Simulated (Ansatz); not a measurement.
Geometry optimisation, UKS B3LYP/def2-SVP (Ansatz 0.2.0).

The input (input.yaml):

```yaml
crystal:
  periodic: [false, false, false]
  atoms:
    - { symbol: "N", position_ang: [-0.65326, 0.70208, -0.76353] }
    - { symbol: C, position_ang: [0.15062, 0.35475, 0.34926] }
    - { symbol: "N", position_ang: [0.77055, -0.91562, 0.26633] }
    - { symbol: H, position_ang: [-1.28703, -0.04332, -1.02629] }
    - { symbol: H, position_ang: [-1.15913, 1.56297, -0.60383] }
    - { symbol: H, position_ang: [0.82257, 1.14311, 0.65925] }
    - { symbol: H, position_ang: [1.23432, -1.16197, 1.13075] }
    - { symbol: H, position_ang: [0.12136, -1.64201, -0.01194] }
magnetization:
  spin_polarized: true
  initial_magnetization: 1
basis:
  gaussian: { orbitals: def2-SVP }
hamiltonian:
  xc: b3lyp
relax:
  f_tol: 0.015
  max_steps: 40
output:
  orbitals: {}
```

Launched with:

```bash
$ ansatz run input.yaml --threads 1 --pin off --max-ram 2048MiB --backend cpu --events-out ev --progress --plain --runs-dir out
```

Where does it end, and by what steps?

The run converged. After 5 steps the energy has fallen by 0.028 eV; H4 moved furthest, 0.09 Å.

```csv
step,energy less start (eV),largest force component (eV/Å),accepted
0,0.0000,0.560,yes
1,-0.0194,0.283,yes
2,-0.0273,0.083,yes
3,-0.0279,0.032,yes
4,-0.0281,0.019,yes
5,-0.0281,0.003,yes
```

```xyz
8
Properties=species:S:1:pos:R:3
N -0.641 0.700 -0.793
C 0.125 0.326 0.340
N 0.788 -0.924 0.241
H -1.358 0.010 -1.025
H -1.112 1.589 -0.637
H 0.769 1.133 0.716
H 1.286 -1.141 1.101
H 0.143 -1.695 0.056
```

The run took 23 s on 1 thread of Intel(R) Xeon(R) Processor @ 2.70GHz (shared host), peak memory 0.16 GiB.
